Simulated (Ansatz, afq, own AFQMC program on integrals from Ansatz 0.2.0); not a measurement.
## Where AFQMC and coupled cluster stand for Cu, quartet

A free Cu atom.

Basis def2-SVP. Only valence electrons are correlated. AFQMC by an in-house program on the Cholesky factors that Ansatz 0.2.0 writes for its CCSD(T) run. ph-AFQMC/CISD is guided by a CISD state made of CCSD amplitudes; releasing the constraint for a short imaginary time cuts its bias at the price of noise, slowly where states lie close. Uncertainties: one standard error, sampling alone. The metal's outer-core s and p shells are frozen, which shifts wave-function levels against functionals.

Determinant: UHF, the one that the program's search chose, which needn't be the lowest solution.

No full CI on the walks' own integrals is used here; CCSDTQ serves as the reference and is uncertain by about the last step of the cluster series.

Cautions: no relativity below Rb; outer-core shells of the metal frozen; another spin lies lower (by 5.61 eV); the released energies move by 1.5 errors or more from one time to the next, so no released level is given (meV from the phaseless value at times in 1/Eh: -3 ± 3 at 0.60, -3 ± 3 at 1.20, -5 ± 4 at 2.00, -17 ± 8 at 3.00, -2 ± 16 at 4.20).

```
T1 diagnostic                               : 0.0079
weight of the determinant in the CISD state : 0.954
⟨S²⟩ of the determinant                     : 3.751
size of the correlated space                : 11 electrons in 22 orbitals
```

```json
{"level": "MP2", "correlation energy (eV)": "-5.1115"}
{"level": "CCSD", "correlation energy (eV)": "-4.9496"}
{"level": "CCSD(T)", "correlation energy (eV)": "-5.1365"}
```

Q: Estimate where phaseless AFQMC with a CISD trial lies against CCSD(T) on the same integrals.

A: 0.45 ± 0.04 kcal/mol above CCSD(T).

Reference: CCSDTQ, correlation energy -5.198 eV.

```
        level  E − E(reference) (kcal/mol)  share of correlation (%)
      CCSD(T)                         1.42                     98.82
        CCSDT                        -0.05                    100.04
     CCSDT(Q)                         0.23                     99.81
ph-AFQMC/CISD                  1.87 ± 0.04                     98.44
```

CCSDT and higher add their correlation energy to the determinant of the CCSD(T) run, since their own runs factorise the integrals more tightly (a shift of under 2 meV).
